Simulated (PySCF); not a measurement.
Species: C₃H₃F₃.
Atom-mapped SMILES: `[F:1]/[CH:2]=[C:3](\[F:4])[CH2:5][F:6]` (hydrogens: H7 on C2; H8, H9 on C5)

The same species was optimised twice, with GFN2-xTB and with PBE0-D3(BJ)/def2-SVP (PySCF), and the same property calculations (PySCF, gas phase) were run on both structures.

| coordinate | GFN2-xTB | PBE0-D3(BJ)/def2-SVP | change |
| --- | --- | --- | --- |
| C3–F4 (Å) | 1.346 | 1.331 | -0.015 |
| F1–C2 (Å) | 1.334 | 1.325 | -0.009 |
| C3–C5 (Å) | 1.499 | 1.493 | -0.006 |
| C2=C3 (Å) | 1.324 | 1.330 | +0.006 |
| C5–F6 (Å) | 1.364 | 1.364 | 0.000 |
| F1–C2–C3 (°) | 123.2 | 122.4 | -0.8 |
| F4–C3–C5 (°) | 112.3 | 113.0 | +0.7 |
| C2–C3–C5 (°) | 125.3 | 124.6 | -0.7 |
| C3–C5–F6 (°) | 110.9 | 110.6 | -0.3 |
| C2–C3–F4 (°) | 122.4 | 122.3 | -0.1 |
| C2–C3–C5–F6 (°) | 0 | 2 | +2 |

Rotational constants: A = 5708, B = 2445, C = 1731 MHz (GFN2-xTB) against A = 5736, B = 2479, C = 1750 MHz (PBE0-D3(BJ)/def2-SVP).

On the GFN2-xTB structure: lowest triplet, Tamm–Dancoff (eV) 4.50 [CAM-B3LYP/def2-SVPD]; isotropic polarisability (au) 40.0 [CAM-B3LYP/def2-SVPD]; HOMO (eV) -9.11 [CAM-B3LYP/def2-SVPD]; LUMO (eV) 1.18 [CAM-B3LYP/def2-SVPD]; dipole (D) 1.62 [CAM-B3LYP/def2-SVPD]; HOMO (eV) -7.53 [PBE0/pcSseg-1]; LUMO (eV) 0.36 [PBE0/pcSseg-1]; dipole (D) 1.61 [PBE0/pcSseg-1]; GIAO shielding of F1 (ppm) 346.6 [PBE0/pcSseg-1]; GIAO shielding of C2 (ppm) 44.1 [PBE0/pcSseg-1]; GIAO shielding of C3 (ppm) 34.1 [PBE0/pcSseg-1]; GIAO shielding of F4 (ppm) 335.0 [PBE0/pcSseg-1]; GIAO shielding of C5 (ppm) 106.0 [PBE0/pcSseg-1]; GIAO shielding of F6 (ppm) 447.4 [PBE0/pcSseg-1].

What do these properties become on the PBE0-D3(BJ)/def2-SVP structure?

```json
{"property": "lowest triplet, Tamm–Dancoff (eV)", "level": "CAM-B3LYP/def2-SVPD", "on GFN2-xTB": "4.50", "on PBE0-D3(BJ)/def2-SVP": "4.42", "change": "-0.08"}
{"property": "isotropic polarisability (au)", "level": "CAM-B3LYP/def2-SVPD", "on GFN2-xTB": "40.0", "on PBE0-D3(BJ)/def2-SVP": "40.1", "change": "+0.1"}
{"property": "HOMO (eV)", "level": "CAM-B3LYP/def2-SVPD", "on GFN2-xTB": "-9.11", "on PBE0-D3(BJ)/def2-SVP": "-8.99", "change": "+0.12"}
{"property": "LUMO (eV)", "level": "CAM-B3LYP/def2-SVPD", "on GFN2-xTB": "1.18", "on PBE0-D3(BJ)/def2-SVP": "1.20", "change": "+0.02"}
{"property": "dipole (D)", "level": "CAM-B3LYP/def2-SVPD", "on GFN2-xTB": "1.62", "on PBE0-D3(BJ)/def2-SVP": "1.61", "change": "-0.01"}
{"property": "energy, GFN2-xTB geometry as zero (kcal/mol)", "level": "CAM-B3LYP/def2-SVPD", "on GFN2-xTB": "0.0", "on PBE0-D3(BJ)/def2-SVP": "-0.1", "change": "-0.1"}
{"property": "HOMO (eV)", "level": "PBE0/pcSseg-1", "on GFN2-xTB": "-7.53", "on PBE0-D3(BJ)/def2-SVP": "-7.41", "change": "+0.12"}
{"property": "LUMO (eV)", "level": "PBE0/pcSseg-1", "on GFN2-xTB": "0.36", "on PBE0-D3(BJ)/def2-SVP": "0.39", "change": "+0.03"}
{"property": "dipole (D)", "level": "PBE0/pcSseg-1", "on GFN2-xTB": "1.61", "on PBE0-D3(BJ)/def2-SVP": "1.59", "change": "-0.02"}
{"property": "energy, GFN2-xTB geometry as zero (kcal/mol)", "level": "PBE0/pcSseg-1", "on GFN2-xTB": "0.0", "on PBE0-D3(BJ)/def2-SVP": "-0.1", "change": "-0.1"}
{"property": "GIAO shielding of F1 (ppm)", "level": "PBE0/pcSseg-1", "on GFN2-xTB": "346.6", "on PBE0-D3(BJ)/def2-SVP": "348.9", "change": "+2.3"}
{"property": "GIAO shielding of C2 (ppm)", "level": "PBE0/pcSseg-1", "on GFN2-xTB": "44.1", "on PBE0-D3(BJ)/def2-SVP": "44.1", "change": "0.0"}
{"property": "GIAO shielding of C3 (ppm)", "level": "PBE0/pcSseg-1", "on GFN2-xTB": "34.1", "on PBE0-D3(BJ)/def2-SVP": "34.4", "change": "+0.3"}
{"property": "GIAO shielding of F4 (ppm)", "level": "PBE0/pcSseg-1", "on GFN2-xTB": "335.0", "on PBE0-D3(BJ)/def2-SVP": "336.6", "change": "+1.6"}
{"property": "GIAO shielding of C5 (ppm)", "level": "PBE0/pcSseg-1", "on GFN2-xTB": "106.0", "on PBE0-D3(BJ)/def2-SVP": "105.7", "change": "-0.3"}
{"property": "GIAO shielding of F6 (ppm)", "level": "PBE0/pcSseg-1", "on GFN2-xTB": "447.4", "on PBE0-D3(BJ)/def2-SVP": "446.6", "change": "-0.8"}
```

The heavy atoms differ by 0.014 Å rms after alignment. Among bonds between heavy atoms C3–F4 changes most (-0.015 Å). Changes are differences of the printed values. Neither structure is proved a minimum here.

The values belong to the conformer `[F:1]/[CH:2]=[C:3](\[F:4])[CH2:5][F:6]`: C2–C3–C5–F6 2°.
